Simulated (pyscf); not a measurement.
Single points on ωB97X-D3(BJ)/def2-SVP structures (PySCF, gas phase).

Question: For the elementary gas-phase step H₃C–InH–NH₂ + H₂ -> H₃C–InH₂ + NH₃ (singlet surface; In–N, H–H broken, H–In, H–N formed), what barrier and reaction energy does ωB97M-D3(BJ)/def2-TZVP give, measured from the separated reactants?

Answer: ΔE‡ = 78.9 kJ/mol, ΔE = -3.7 kJ/mol. Zero-point energy shifts the barrier by +10.2 kJ/mol. It is a four-centre exchange, with an imaginary mode of 1290i cm⁻¹. On the product side the descent ends in an adduct with a In–N contact (not fully relaxed), 85.9 kJ/mol under the separated species and 157.9 kJ/mol under the saddle at ωB97X-D3(BJ)/def2-TZVP. What is counted as broken (In–N) persists as a longer contact in the product adduct; parting that adduct is a step of its own. At the saddle there is also a short H–In contact that neither side keeps. This is the saddle that the search found; another between the same sides may lie lower. Elements past Kr carry the def2 core potentials, without spin-orbit coupling.
